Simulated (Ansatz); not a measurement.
# C2H6Si (vinylsilane) at PBE/6-311+G(d,p)

What is the energy change on altering one bond length of C2H6Si (vinylsilane) at PBE/6-311+G**? 

Program for the calculation: Ansatz 0.2.0.

51 further runs of the same task are left out: 51 set aside as unsound or not needed.

**1. The system as given**

C2H6Si has 9 atoms, charge 0, and is taken as a singlet. SMILES: `C=C[SiH3]`. The shape is that of a PBE0-D4/def2-TZVP optimisation.

Bond lengths: C1–C2 1.330 Å, C2–Si3 1.859 Å, C1–H4 1.087 Å, C1–H5 1.087 Å, C2–H6 1.089 Å, Si3–H7 1.488 Å, Si3–H8 1.487 Å, Si3–H9 1.488 Å. Some angles: C1–C2–Si3 123.1°, C1–C2–H6 118.1°, Si3–C2–H6 118.8°, C2–C1–H4 121.7°, C2–C1–H5 122.2°, C2–Si3–H7 110.8°, C2–Si3–H8 109.0°, C2–Si3–H9 110.8°, H4–C1–H5 116.1°, H7–Si3–H8 109.3°.

**2. A single-point energy at PBE/6-311+G(d,p)**

run.yaml

```yaml
crystal:
  periodic: [false, false, false]
  atoms:
    - {symbol: C, position_ang: [-0.713700, 0.870200, -1.048300]}
    - {symbol: C, position_ang: [-0.071300, 0.712500, 0.105600]}
    - {symbol: Si, position_ang: [0.560600, -0.932000, 0.700100]}
    - {symbol: H, position_ang: [-0.905700, 0.033000, -1.713900]}
    - {symbol: H, position_ang: [-1.076700, 1.838600, -1.381500]}
    - {symbol: H, position_ang: [0.089400, 1.592000, 0.727600]}
    - {symbol: H, position_ang: [2.035800, -0.893900, 0.893800]}
    - {symbol: H, position_ang: [0.223400, -1.972400, -0.307300]}
    - {symbol: H, position_ang: [-0.053200, -1.294300, 2.006700]}
basis:
  gaussian:
    orbitals: 6-311+G_st__st_-spherical.json
hamiltonian:
  xc: pbe
accuracy: high
output: {orbitals: {seedname: orbitals}}
```

The basis set 6-311+G** is read from a file made from the Basis Set Exchange's data (not shown).

On the command line:

```bash
$ ansatz run run.yaml --threads 1 --pin off --max-ram 3480MiB --events-out events.jsonl --progress --plain --runs-dir runs
```

Output:

```text
Warning: RAYON_NUM_THREADS=1 ignored (pool sized by the plan → 1); use --threads N
Functional definition: PBE
  name "PBE"
  parameter kappa = 0.804
  parameter beta = 0.06672455060314922
  exchange = pbe_x(kappa = kappa, mu = beta*pi^2/3)
  correlation = pbe_c(beta = beta)
2118 factors; integrals over basis functions are off by at most 8.2e-9 eV
mean field evaluation 1: about -10032.3308 eV, gradient 6.1e1 eV
mean field evaluation 2: about -10011.9367 eV, gradient 1.0e2 eV
mean field evaluation 4: about -10041.9274 eV, gradient 4.4e0 eV
mean field evaluation 8: about -10041.9806 eV, gradient 4.4e-1 eV
mean field evaluation 16: about -10041.9812 eV, gradient 2.0e-5 eV
mean field -10041.98115027 eV, -369.0360005731 hartree, gradient 8.5e-8 eV, S^2 0.000000; 0 other end points of the search recorded, 0 dependent functions left out
reference -10041.98115660 eV, -369.0360008058 hartree; 16, 16 occupied and 94, 94 virtual orbitals, 2118 factors
Total energy: -10041.98115660 eV, -369.0360008058 hartree
```

Run time: 3.9 s. Hardware: 1 thread of Intel Xeon 6975P-C (Granite Rapids), shared host; peak memory 0.29 GiB.

**3. The distorted shape at the same level**

molecule.yaml

```yaml
crystal:
  periodic: [false, false, false]
  atoms:
    - symbol: C
      position_ang: [-0.612545, 1.182305, -0.746095]
    - symbol: C
      position_ang: [0.029855, 1.024605, 0.407805]
    - symbol: Si
      position_ang: [0.661755, -0.619895, 1.002305]
    - symbol: H
      position_ang: [-0.804545, 0.345105, -1.411695]
    - symbol: H
      position_ang: [-0.975545, 2.150705, -1.079295]
    - symbol: H
      position_ang: [0.190555, 1.904105, 1.029805]
    - symbol: H
      position_ang: [2.136955, -0.581795, 1.196005]
    - symbol: H
      position_ang: [0.223400, -1.972400, -0.307300]
    - symbol: H
      position_ang: [0.047955, -0.982195, 2.308905]
basis:
  gaussian:
    orbitals: 6-311+G_st__st_-spherical.json
total_charge: 0
output:
  orbitals: {seedname: orbitals}
accuracy: high
hamiltonian:
  xc: pbe
```

The basis set 6-311+G** is read from a file made from the Basis Set Exchange's data (not shown).

On the command line:

```bash
$ ansatz run molecule.yaml --threads 1 --pin off --max-ram 3480MiB --events-out events.jsonl --progress --plain --runs-dir runs
```

Output, cut to the lines that bear on the results:

```text
Warning: RAYON_NUM_THREADS=1 ignored (pool sized by the plan → 1); use --threads N
[... 6 set-up lines as earlier in the session ...]
2118 factors; integrals over basis functions are off by at most 6.0e-9 eV
mean field evaluation 1: about -10031.3762 eV, gradient 6.1e1 eV
mean field evaluation 2: about -10008.6601 eV, gradient 1.0e2 eV
mean field evaluation 4: about -10041.0186 eV, gradient 5.3e0 eV
mean field evaluation 8: about -10041.0950 eV, gradient 2.6e-1 eV
mean field evaluation 16: about -10041.0953 eV, gradient 4.1e-5 eV
mean field -10041.09526934 eV, -369.0034450494 hartree, gradient 8.1e-9 eV, S^2 0.000000; 0 other end points of the search recorded, 0 dependent functions left out
reference -10041.09527570 eV, -369.0034452832 hartree; 16, 16 occupied and 94, 94 virtual orbitals, 2118 factors
Total energy: -10041.09527570 eV, -369.0034452832 hartree
```

Run time: 4.2 s. Hardware: 1 thread of Intel Xeon 6975P-C (Granite Rapids), shared host; peak memory 0.3 GiB.

**4. Summary of results**

Level: PBE/6-311+G**.

```
                                                          quantity          value
                                         first shape: total energy  -369.03600 Eh
                                          first shape: HOMO energy       -6.89 eV
                                          first shape: LUMO energy       -1.50 eV
                                        first shape: HOMO–LUMO gap        5.39 eV
                                     distorted shape: total energy  -369.00345 Eh
                                      distorted shape: HOMO energy       -7.01 eV
                                      distorted shape: LUMO energy       -1.61 eV
                                    distorted shape: HOMO–LUMO gap        5.40 eV
energy change with the Si3–H8 bond stretched from 1.487 to 1.933 Å       0.886 eV
```

With the Si3–H8 bond stretched from 1.487 to 1.933 Å the energy rises by 0.89 eV (85.5 kJ/mol). The first shape isn't relaxed at this level, so the change isn't measured from a minimum.
